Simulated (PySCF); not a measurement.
**A small calculation by hand: chemical shift, span and skew from a shielding tensor**

H6Si2, SMILES [SiH3][SiH3]. Atoms are numbered in the order given.

```xyz
8

Si     0.0000     0.0000    -1.1718
Si     0.0000     0.0000     1.1718
H     -1.2043    -0.6953    -1.6881
H      1.2043    -0.6953    -1.6881
H      0.0000     1.3906    -1.6881
H     -1.2043     0.6953     1.6881
H      1.2043     0.6953     1.6881
H      0.0000    -1.3906     1.6881
```
Charge 0, spin multiplicity 1.

Geometry: TPSSh-D3(BJ)/def2-TZVP.

GIAO shieldings from KT2/pcSseg-2 in PySCF, non-relativistic, no solvent. The symmetric part of the tensor of Si1 has the principal values 465.0, 465.0, 471.2 ppm. The same nucleus in TMS has σ = 351.7 ppm at this level (PySCF, at its B3LYP-D3(BJ)/def2-TZVP geometry).

Task: Work out the isotropic shielding, the ²⁹Si shift against TMS, the span and the skew.

Result: 
σ(iso) = (σ11 + σ22 + σ33)/3 = 467.1 ppm. δ = σ(ref) − σ(iso) = 351.7 − (467.1) = -115.4 ppm.
Span Ω = σ33 − σ11 = 6.2 ppm. Skew κ = 3(σ(iso) − σ22)/Ω = 1.00, an axial tensor. Tumbling in solution averages the tensor to δ; in a static solid the shielding alone would spread this spin-1/2 line over Ω.
